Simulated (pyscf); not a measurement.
This saddle point was located with ωB97X-D3(BJ)/def2-SVP in PySCF.

```xyz
7

Ge    -1.2902    -0.7627     0.1198
H     -0.1894     0.1317     1.2767
H     -0.5562    -1.7761    -0.7456
H     -2.5328    -0.0387    -0.3791
H     -1.6696    -1.4620     1.4531
Cl     0.0548     1.0813    -1.1328
H      0.0418     0.5881     0.5400
```
Charge 0, spin multiplicity 1.

Surface: singlet, charge 0. Lowest wavenumbers (cm⁻¹): 1103i, 59, 296, 594, 604.

What reaction is this the transition state of?

`[GeH4]` + `[ClH]` ⇌ `[Cl][GeH3]` + `[H][H]`, a four-centre exchange read from left to right: Ge–H, Cl–H broken and Cl–Ge, H–H formed. At ωB97M-D3(BJ)/def2-TZVP it lies +41.6 kcal/mol from the left side and +53.2 kcal/mol from the right (each side as separated species at their lowest minima found). One saddle was located; it need not be the lowest between these sides. Elements up to Kr have no core potential and no relativistic terms here.
